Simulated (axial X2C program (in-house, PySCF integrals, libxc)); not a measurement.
Testing model relations on LiS⁻

A bond curve at the CCSD(T) level, two-component, was computed with an in-house relativistic program for diatomic molecules (basis S dyall-av3z [9s8p3d2f], Li dyall-av3z [9s9p3d] (cores contracted in-house)) for the state Ω = 0 (closed shell). Its fit gives Re = 2.0876 Å, ωe = 623.0 cm⁻¹, ωexe = 5 cm⁻¹ and αe = 7.617e-03 cm⁻¹; the masses are 31.9721 and 7.0160 u. Two-component means X2C with spin–orbit coupling and atomic mean-field Coulomb and Gaunt terms.

Correlated methods: 8 electrons correlated (number of frozen shells: S 2 s, 1 p; Li 1 s), 188 virtual spin orbitals or spinors in MP2, 90 natural virtuals in coupled cluster.

(1) Find the reduced mass, Be and the force constant.

(2) Give B0, the J = 1←0 line in GHz and the most populated J at 300 K (kT = 208.5 cm⁻¹).

(3) Estimate De from a Morse curve and compare with the computed well depth of 2.269 eV to S- + Li.

(4) Where do the fundamental and the first overtone lie?

(5) Estimate the centrifugal constant by the Kratzer relation.

One determinant describes the state; a PBE0 search over occupations chose it and may have missed a lower one. De is counted from the lowest determinant-based energies of the atoms at the same level, without counterpoise correction. CCSD and (T) use frozen natural virtuals with an MP2 correction for the truncation; (T) itself is uncorrected, so its De runs slightly low.

Results:

(1) From the CCSD(T) values: μ = 5.7535 u. Be = 16.8576/(μ Re²) = 0.6723 cm⁻¹. k = 5.8918×10⁻⁷ μ ωe² = 1.32 mdyn/Å.

(2) B0 = Be − αe/2 = 0.6685 cm⁻¹; 2B0 = 40.08 GHz; J(max) ≈ √(kT/2B0) − 1/2 = 12.0, so J = 12.

(3) De(Morse) = ωe²/(4ωexe) = 2.406 eV against 2.269 eV computed, a ratio of 1.06. For De the Morse form works well here.

(4) ν(1←0) = ωe − 2ωexe = 613.0 cm⁻¹; ν(2←0) = 2ωe − 6ωexe = 1216.0 cm⁻¹.

(5) D = 4Be³/ωe² = 3.13e-06 cm⁻¹.
